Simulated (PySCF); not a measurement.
# C2H3NO (Nitrosoethylene): the cost of one run

The runs use PySCF 2.14.0, with density-fitted response routines of our own; the level of theory stands in each step. All values are computed, except where a source is named. Atoms count from 0, in the outputs and in this text.

**1. Starting geometry**

7 atoms, charge 0, multiplicity 1; geometry from: MMFF94s. The atoms were then displaced at random by about 0.03 Å, so the start is not that level's minimum.

Bonds of the start (Å): C0–C1 1.28, C1–N2 1.29, N2–O3 1.39, C0–H4 1.18, C0–H5 1.02, C1–H6 1.11.

**2. Optimising the geometry at PBE0-D3(BJ)/def2-SVP**

Job settings and geometry (Å):

```
{"job": {"xc": "PBE0", "basis": "def2-SVP", "d3": "d3bj", "grid": 1, "shake": 0.03, "kind": "geom"}, "charge": 0, "multiplicity": 1}
C     -0.959390    -0.197940    -0.270870
C      0.200610     0.219420     0.072370
N      1.113730    -0.681220     0.227830
O      2.362510    -0.186060     0.576750
H     -1.798510     0.610200    -0.453840
H     -1.305770    -1.144600    -0.455820
H      0.478680     1.278180     0.235020
```

Launch:

```sh
$ OMP_NUM_THREADS=1 python probes_run.py task.json out
```

One launch serves the whole session: the jobs run in the order shown.

Q: Estimate the wall time and peak memory of this first job on 1 thread of Arm Neoverse N1, shared host.

About 19 s, with a peak of 0.3 GiB.
